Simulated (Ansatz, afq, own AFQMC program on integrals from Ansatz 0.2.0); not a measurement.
Two steps: Ansatz 0.2.0 writes the Fock matrix and Cholesky factors of the valence space, and afq projects on them the lowest state that overlaps trial and start.

```yaml
crystal:
  periodic: [false, false, false]
  atoms:
    - {symbol: H, position_ang: [-2.432860, 0.000000, -0.000002]}
    - {symbol: H, position_ang: [-1.544860, 0.000000, -0.000001]}
    - {symbol: Si, position_ang: [0.085140, 0.000000, 0.000000]}
    - {symbol: H, position_ang: [0.535114, -1.416253, 0.000001]}
    - {symbol: H, position_ang: [0.535115, 0.708126, -1.226511]}
    - {symbol: H, position_ang: [0.535113, 0.708127, 1.226511]}
basis:
  gaussian: {orbitals: cc-pVTZ}
magnetization: {spin_polarized: true, initial_magnetization: 1}
correlation: {method: ccsd_t, electrons: outside_noble_gas, hamiltonian_folder: ham}
```

```sh
$ ansatz run in.yaml --threads 1 --pin off --events-out ev --progress --plain --max-ram 16896MiB --backend cuda --devices 0, --max-vram 18GiB
```

afq runs on the folder ham with

```
--method phaseless --trial cisd --walkers 1100 --populations 20 --least-time 60 --time-step 0.005 --steps-per-block 50 --equilibration-blocks 28 --max-blocks 4000 --target-error 0.00018 --factor-cut 1e-05 --start spin_pure --seed 7515 --release-times 0.24,0.51,0.99,1.62,2.4 --release-step 0.03 --release-every 3 --taylor-order 6
```

Times are imaginary, in 1/Eh. The walk had a cap of 238 s. With eight or more populations the least sampling time is a fifth of least-time, and the error comes from their spread.

Output of the walk:

```
orbitals 99  electrons 5 4  factors 571 of 575
reference energy -291.73232041 Eh
CCSD correlation -0.19099054 Eh in 10 cycles, weight of the determinant in the CISD state 0.9006
energy of the start -291.922728 Eh
 block  time / (1/Eh)  mean weight  energy / Eh
     1     0.250  1.0003  -291.921213
     2     0.500  1.0000  -291.922409
     3     0.750  0.9995  -291.923745
     4     1.000  0.9998  -291.925053
     5     1.250  0.9998  -291.925973
     9     2.250  0.9999  -291.927095
    15     3.750  1.0000  -291.928272
    19     4.750  0.9996  -291.928109
    23     5.750  1.0001  -291.929070
    31     7.750  0.9997  -291.928859
    39     9.750  0.9998  -291.928979
    41    10.250  0.9999  -291.929560
    47    11.750  1.0003  -291.929301
    55    13.750  0.9998  -291.928678
    63    15.750  1.0005  -291.928985
    71    17.750  0.9998  -291.929263
    79    19.750  1.0008  -291.929055
    87    21.750  0.9997  -291.928326
error from the spread of 20 populations
released: time / (1/Eh)  energy / Eh  error  mean overlap
  0.24  -291.929070  0.000138  0.9937
  0.51  -291.929124  0.000123  0.9923
  0.99  -291.929160  0.000110  0.9873
  1.62  -291.929286  0.000128  0.9746
  2.40  -291.929285  0.000141  0.9599
energy -291.928905 +/- 0.000170 Eh
(rows thinned)
```

The run passed its tests (sampling time, drift between the halves within three errors, error under three times the target), which doesn't prove that it has relaxed.

Against this walk (error 4.6 meV) on the same determinant: CCSD(T) 22.8 meV higher, CCSDT(Q) 7.0 meV lower (within the noise). The error is statistical and leaves out the bias of the constraint. Released to 2.40 1/Eh the energy moves by -10 ± 6 meV (both errors), within twice the noise.

Cautions: constraint bias not in the error.

The walk took 3.1 min on 1 × NVIDIA H100 80GB HBM3 with 2 threads of AMD EPYC 7R13 Processor (Zen 3), on a shared host (the card was shared). The log's last line is the phaseless energy.

CCSDT and higher add their correlation energy to the determinant of the CCSD(T) run, since their own runs factorise the integrals more tightly (a shift of under 2 meV). A walk keeps the symmetry of its determinant, which the program's search chose and which needn't be the lowest solution, so a lower state of the same spin and another symmetry isn't excluded.
